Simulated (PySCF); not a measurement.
Gas-phase reaction: 2 NH₃ = 2 NH₂ + H₂

Method: PySCF energies (xtb for GFN2) plus ideal-gas RRHO corrections (1 bar). 'Table' is the NASA 1993 thermochemical table (part measured, part estimated). † marks an energy on the PBE0/def2-TZVP geometry and frequencies; other levels use their own. MP2 freezes the core. 6-31G* has spherical d functions here. Open shells (unrestricted): NH₂ (multiplicity 2); the rest are closed-shell singlets. GFN2 has no spin-polarisation term. MP2 isn't extrapolated to the basis-set limit; its ΔH°(298 K) is 461.0 kJ in def2-SVP and 483.4 kJ in def2-TZVPP. The harmonic model lacks anharmonicity and excited electronic states, which grow with temperature; levels with a mode under 35 cm⁻¹ are left out. The table's entry may be an old estimate for NH₂ (not checked at source).

```csv
level,"ΔH°(298 K), kJ",minus table,"ΔG°(800 K), kJ"
table,470.1,-,356.3
BLYP/def2-TZVP†,429.3,-40.8,315.3
GFN2-xTB,613.3,143.2,498.9
HF/6-31G*,282.7,-187.4,168.4
HF/def2-TZVP†,297.1,-173.0,183.2
M06-2X/def2-TZVP†,460.0,-10.1,346.1
MP2/def2-SVP†,461.0,-9.1,347.1
PBE/def2-TZVP†,459.2,-10.9,345.3
PBE0/def2-TZVP,449.6,-20.5,335.7
```
